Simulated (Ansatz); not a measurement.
`NCOCF` from Hartree–Fock to CCSD(T)

Z-matrix (Å, degrees):
```
C
O 1 1.440
N 1 1.411 2 111.7
H 1 1.093 2 108.8 3 -121.1
H 1 1.098 2 107.9 3 121.0
C 2 1.361 1 114.2 3 -172.0
H 3 1.011 1 111.8 2 58.2
H 3 1.011 1 111.7 2 -63.9
F 6 1.386 2 111.4 1 -72.1
H 6 1.091 2 108.0 1 170.0
H 6 1.100 2 112.3 1 46.6
```

Charge 0, multiplicity 1. All single points use the PBE0-D4/def2-TZVP geometry. It is one conformer, not always the lowest. Frozen core, restricted reference, the Gaussian-basis code of Ansatz. CBS rows extrapolate triple and quadruple zeta; past MP2 they add the triple-zeta difference.

```json
{"basis": "def2-TZVPP", "HF (Eh)": "-308.10005", "MP2 corr.": "-1.04159", "CCSD corr.": "?", "(T)": "?", "CCSD(T) total": "?"}
{"basis": "def2-QZVPP", "HF (Eh)": "-308.11433", "MP2 corr.": "-1.12263", "CCSD corr.": "–", "(T)": "–", "CCSD(T) total": "–"}
{"basis": "CBS(def2)", "HF (Eh)": "?", "MP2 corr.": "-1.18265", "CCSD corr.": "?", "(T)": "as TZ", "CCSD(T) total": "?"}
```

Problem. Fill in the withheld values. (An estimate is asked.)

Solution. The calculation gave: def2-TZVPP CCSD corr.: -1.07023; def2-TZVPP (T): -0.03847; def2-TZVPP CCSD(T) total: -309.20875; CBS(def2) HF (Eh): -308.11630; CBS(def2) CCSD corr.: -1.21129; CBS(def2) CCSD(T) total: -309.36606.
